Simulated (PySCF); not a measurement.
Two species compared at the same levels of theory.

First species: 4-methyl-1,3-dioxolane, C₄H₈O₂.
SMILES: `C[C@H]1COCO1`

Second species: isobutyric acid, C4H8O2.
SMILES: `CC(C)C(=O)O`

Levels: wB97X-D/def2-SVPD for HOMO energy, LUMO energy, HOMO–LUMO gap and static isotropic polarisability; TDDFT wB97X-D/def2-SVPD for lowest singlet excitation; TDA wB97X-D/def2-SVPD for lowest triplet excitation (Tamm–Dancoff); ΔSCF wB97X-D/def2-SVPD for vertical ionisation energy. Geometries: PBE0-D3(BJ)/def2-SVP. All species are isolated and taken at one optimised geometry, non-relativistic unless stated. Electronic properties by PySCF.

Dipoles, sizes and rotational constants follow the conformer. The torsions of the flexible species, by atom-mapped SMILES:
- `[CH3:1][CH:2]([CH3:3])[C:4](=[O:5])[OH:6]`: C1–C2–C4–O5 3°, H–O6–C4–C2 180°

The conformers of `C[C@H]1COCO1` aren't listed.

Values for the first species:

| Property | Result |
| --- | --- |
| HOMO energy | -9.29 eV |
| LUMO energy | 2.36 eV |
| HOMO–LUMO gap | 11.65 eV |
| Lowest singlet excitation | 7.44 eV |
| Lowest triplet excitation (Tamm–Dancoff) | 7.34 eV |
| Static isotropic polarisability | 55.2 au |
| Vertical ionisation energy | 9.70 eV |

**Question.** Estimate the same properties for the second species, and the change in each.

**Answer.** 
```tsv
property	first	second	second less first
HOMO energy	-9.29 eV	-10.04 eV	-0.75 eV
LUMO energy	2.36 eV	1.83 eV	-0.53 eV
HOMO–LUMO gap	11.65 eV	11.87 eV	+0.22 eV
lowest singlet excitation	7.44 eV	5.91 eV	-1.53 eV
lowest triplet excitation (Tamm–Dancoff)	7.34 eV	5.42 eV	-1.92 eV
static isotropic polarisability	55.2 au	56.5 au	+1.3 au
vertical ionisation energy	9.70 eV	10.49 eV	+0.79 eV
```

On the first: The ΔSCF ionisation energy exceeds −ε(HOMO) by 0.41 eV with wB97X-D. The principal polarisabilities are 49.9, 53.0 and 62.7 au; their mean is the isotropic value.

On the second: S1 lies 5.96 eV below the HOMO–LUMO gap; its leading configuration is HOMO→LUMO, weight 0.72. The 10 singlets span 5.91 to 9.49 eV, and their oscillator strengths add up to 0.34.
